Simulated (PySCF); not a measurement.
## Computed NMR parameters against published values

Atom-mapped SMILES (the numbers label the heavy atoms): `[CH3:1][CH2:2][C:3]#[N:4]`. Each H is labelled by its parent atom.

[PySCF 2.14: coordinates at the PBE0-D3(BJ)/def2-SVP level; B3LYP/pcJ-1 coupling constants; shieldings: GIAO PBE/pcSseg-2; equivalent nuclei averaged; one conformer; non-relativistic Hamiltonian; no solvent model]

Reference values: measured (solution, not stated per compound (mostly CDCl3 or CCl4); Pretsch, Buehlmann, Badertscher, Structure Determination of Organic Compounds, 4th ed. (2009)).
```csv
atoms,quantity,reference,computed
C2,δ ¹³C,10.8,13.8
C1,δ ¹³C,10.6,13.1
H(C2),δ ¹H,2.35,2.22
H(C1),δ ¹H,1.31,1.16
```

Computed shifts are σ(ref) − σ with the named reference compound (TMS for H and C) calculated as an isolated molecule at the same level.

Coupling constants in Hz:
| coupling | reference | computed | source |
| --- | --- | --- | --- |
| ¹J(C2,H(C2)) | 135.5 | 138.8 | measured; liquid or solution (compiled); T. W. Keal, PhD thesis, Durham 2005 (values of Maximoff, Peralta, Barone, Scuseria 2005) |
| ³J(H(C2),H(C1)) | 7.6 | 8.7 | measured; UCL NMR lecture notes, Spin-Spin Coupling (L3_3_97) |

Q: How far are the unscaled ¹³C shifts from the references?

A: Mean signed difference +2.75 ppm, mean absolute 2.75 ppm over 2 comparisons; the largest is +3.0 ppm at C2 (sp3 CH2 α to a nitrile).

Q: How far are the unscaled ¹H shifts from the references?

A: Mean signed difference -0.14 ppm, mean absolute 0.14 ppm over 2 comparisons; the largest is -0.15 ppm at H(C1) (hydrogen on a methyl carbon).

6 of the 21 published NMR values on file for this molecule are compared. The rest: values whose atom or origin is in doubt.

Unscaled 3J(H,H) at this level run about 10 % above measured values.
